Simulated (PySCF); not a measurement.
Simulated outer-valence photoelectron spectrum of `C/N=C/CF`. Method used: EOM-IP-CCSD/aug-cc-pVDZ in PySCF, restricted Hartree–Fock reference, 5 core orbitals frozen, non-relativistic, gas phase, PBE0-D3(BJ)/def2-SVP geometry.

Each root has a Gaussian of 0.4 eV full width with its one-hole share as area; cross sections and vibrations are left out, and the highest printed point is 100.

```json
{"ionisation energy (eV)": "9.4", "intensity": "4"}
{"ionisation energy (eV)": "9.6", "intensity": "39"}
{"ionisation energy (eV)": "9.8", "intensity": "97"}
{"ionisation energy (eV)": "10.0", "intensity": "61"}
{"ionisation energy (eV)": "10.2", "intensity": "10"}
{"ionisation energy (eV)": "10.4", "intensity": "0"}
{"ionisation energy (eV)": "10.6", "intensity": "1"}
{"ionisation energy (eV)": "10.8", "intensity": "12"}
{"ionisation energy (eV)": "11.0", "intensity": "69"}
{"ionisation energy (eV)": "11.2", "intensity": "96"}
{"ionisation energy (eV)": "11.4", "intensity": "34"}
{"ionisation energy (eV)": "11.6", "intensity": "3"}
{"ionisation energy (eV)": "11.8", "intensity": "0"}
{"ionisation energy (eV)": "12.0", "intensity": "0"}
{"ionisation energy (eV)": "12.2", "intensity": "2"}
{"ionisation energy (eV)": "12.4", "intensity": "25"}
{"ionisation energy (eV)": "12.6", "intensity": "89"}
{"ionisation energy (eV)": "12.8", "intensity": "91"}
{"ionisation energy (eV)": "13.0", "intensity": "85"}
{"ionisation energy (eV)": "13.2", "intensity": "97"}
{"ionisation energy (eV)": "13.4", "intensity": "34"}
{"ionisation energy (eV)": "13.6", "intensity": "3"}
{"ionisation energy (eV)": "13.8", "intensity": "0"}
{"ionisation energy (eV)": "14.0", "intensity": "0"}
{"ionisation energy (eV)": "14.2", "intensity": "8"}
{"ionisation energy (eV)": "14.4", "intensity": "55"}
{"ionisation energy (eV)": "14.6", "intensity": "99"}
{"ionisation energy (eV)": "14.8", "intensity": "50"}
{"ionisation energy (eV)": "15.0", "intensity": "51"}
{"ionisation energy (eV)": "15.2", "intensity": "100"}
{"ionisation energy (eV)": "15.4", "intensity": "67"}
{"ionisation energy (eV)": "15.6", "intensity": "79"}
{"ionisation energy (eV)": "15.8", "intensity": "93"}
{"ionisation energy (eV)": "16.0", "intensity": "31"}
{"ionisation energy (eV)": "16.2", "intensity": "27"}
{"ionisation energy (eV)": "16.4", "intensity": "87"}
{"ionisation energy (eV)": "16.6", "intensity": "77"}
{"ionisation energy (eV)": "16.8", "intensity": "17"}
{"ionisation energy (eV)": "17.0", "intensity": "1"}
```

Question: Where are the maxima, and how many lines lie under the curve?

Answer: 8 maxima, at 9.8, 11.2, 12.7, 13.1, 14.6, 15.2, 15.7 and 16.5 eV, from 8 lines.

Question: List the lines with their holes.

Answer: 
| E (eV) | leading hole (HF orbital) | area | Koopmans (eV) |
| --- | --- | --- | --- |
| 9.83 | HOMO | 0.95 | 11.34 |
| 11.15 | HOMO-1 | 0.96 | 11.39 |
| 12.68 | HOMO-2 | 0.95 | 14.08 |
| 13.15 | HOMO-3 | 0.95 | 14.63 |
| 14.59 | HOMO-4 | 0.95 | 16.16 |
| 15.21 | HOMO-5 | 0.95 | 16.22 |
| 15.74 | HOMO-6 | 0.95 | 17.37 |
| 16.48 | HOMO-7 | 0.93 | 18.69 |

The widest gap, 1.53 eV, lies between 11.15 and 12.68 eV. Only orbitals with −ε under 21 eV, eight at most, were ionised, so the high end of the curve may lack lines.

Hardware: an x86-64 server with one thread, shared host. Cost: 6.3 min of wall time.

The values belong to the conformer `[CH3:1]/[N:2]=[CH:3]/[CH2:4][F:5]`: N2–C3–C4–F5 -143°.
